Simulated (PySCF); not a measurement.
Gas-phase reaction: 2 HCl + 2 HBNH ⇌ BCl2NH2 + H2BNH2

Method: PySCF energies (xtb for GFN2) plus ideal-gas RRHO corrections (1 bar). † marks an energy on the PBE0/def2-TZVP geometry and frequencies; other levels use their own. MP2 and CCSD(T) freeze the core. 6-31G* has spherical d functions here. All species are closed-shell singlets. B3LYP is the form with VWN-RPA correlation. HBNH, BCl2NH2, H2BNH2: computed as isolated molecules; such fragments, hydroxides, amides, oligomers or adducts are transient or little studied in the gas. MP2 isn't extrapolated to the basis-set limit. CCSD(T) isn't extrapolated to the basis-set limit.

```json
[
 {"level": "B3LYP/6-31G*", "ΔH°(298 K), kJ": "-438"},
 {"level": "BLYP/def2-TZVP†", "ΔH°(298 K), kJ": "___"},
 {"level": "CCSD(T)/def2-SVP†", "ΔH°(298 K), kJ": "-410"},
 {"level": "CCSD(T)/def2-TZVPP†", "ΔH°(298 K), kJ": "___"},
 {"level": "GFN2-xTB", "ΔH°(298 K), kJ": "___"},
 {"level": "M06-2X/def2-TZVP†", "ΔH°(298 K), kJ": "-428"},
 {"level": "MP2/def2-SVP†", "ΔH°(298 K), kJ": "-418"},
 {"level": "MP2/def2-TZVPP†", "ΔH°(298 K), kJ": "-411"},
 {"level": "PBE/def2-TZVP†", "ΔH°(298 K), kJ": "___"},
 {"level": "PBE0/def2-TZVP", "ΔH°(298 K), kJ": "-444"},
 {"level": "ωB97X-V/def2-TZVP†", "ΔH°(298 K), kJ": "-438"}
]
```

Q: Fill in the missing entries.

A: 
- BLYP/def2-TZVP†, ΔH°(298 K), kJ: -360
- CCSD(T)/def2-TZVPP†, ΔH°(298 K), kJ: -404
- GFN2-xTB, ΔH°(298 K), kJ: -315
- PBE/def2-TZVP†, ΔH°(298 K), kJ: -418
